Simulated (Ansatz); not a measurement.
# CH6OSi: the cost of one run

Computed with Ansatz 0.2.0 (the levels named in each step, unless a step's input says otherwise).

## 1. The structure to begin with

Bond lengths: C1–O2 1.393 Å, O2–Si3 1.621 Å, C1–H4 1.091 Å, C1–H5 1.091 Å, C1–H6 1.096 Å, Si3–H7 1.469 Å, Si3–H8 1.452 Å, Si3–H9 1.465 Å. Angles: C1–O2–Si3 129.3°, O2–C1–H4 111.1°, O2–C1–H5 108.1°, O2–C1–H6 110.9°, H4–C1–H5 109.1°, H4–C1–H6 108.5°, H5–C1–H6 109.1°, O2–Si3–H7 111.1°, O2–Si3–H8 99.0°, O2–Si3–H9 111.5°, H7–Si3–H8 113.9°, H7–Si3–H9 107.4°, H8–Si3–H9 113.8°.

As a file:

```xyz
9

C     1.6632    0.1672    0.2660
O     0.4471    0.2845   -0.4025
Si   -1.0270   -0.2124    0.0517
H     1.9164   -0.8799    0.4384
H     2.4364    0.6241   -0.3538
H     1.6294    0.6808    1.2331
H    -1.0573   -1.6675    0.2517
H    -1.7835    0.2389   -1.1030
H    -1.4398    0.4125    1.3109
```

## 2. A rough first relaxation, PBE-D4/def2-SVP

This run stands in another session on the same molecule. It ended at:

```xyz
9

C     1.6685    0.1682    0.2689
O     0.4956    0.3452   -0.4998
Si   -1.0097   -0.1930    0.0169
H     1.8970   -0.9084    0.4521
H     2.5242    0.6068   -0.2845
H     1.6069    0.6770    1.2599
H    -1.0140   -1.6886    0.2242
H    -1.9770    0.1805   -1.0637
H    -1.4067    0.4605    1.3187
```

## 3. Relaxation, HF/STO-3G

input.yaml

```yaml
crystal:
  periodic: [false, false, false]
  atoms:
    - { symbol: C, position_ang: [1.66848546, 0.16820564, 0.26887681] }
    - { symbol: O, position_ang: [0.49559511, 0.34523608, -0.49983563] }
    - { symbol: Si, position_ang: [-1.00966295, -0.19303821, 0.01686628] }
    - { symbol: H, position_ang: [1.8970417, -0.90837057, 0.45214742] }
    - { symbol: H, position_ang: [2.52418152, 0.60676852, -0.28454442] }
    - { symbol: H, position_ang: [1.60693224, 0.67702224, 1.25991749] }
    - { symbol: H, position_ang: [-1.01395709, -1.68857112, 0.22422599] }
    - { symbol: H, position_ang: [-1.97698779, 0.18051208, -1.06372962] }
    - { symbol: H, position_ang: [-1.4066982, 0.46049534, 1.31874568] }
basis:
  gaussian: { orbitals: STO-3G }
hamiltonian:
  xc: hf
relax:
  f_tol: 0.002
  max_steps: 150
```

The run is started by

```bash
$ ansatz run input.yaml --threads 2 --pin off --max-ram 5120MiB --backend cpu --events-out ev --progress --plain --runs-dir out
```

**Question.** How long does this run take on 2 threads of Intel Xeon Platinum 8488C (Sapphire Rapids), shared host, and how much memory does it need?

About 2 s, with a peak of 0.12 GiB.
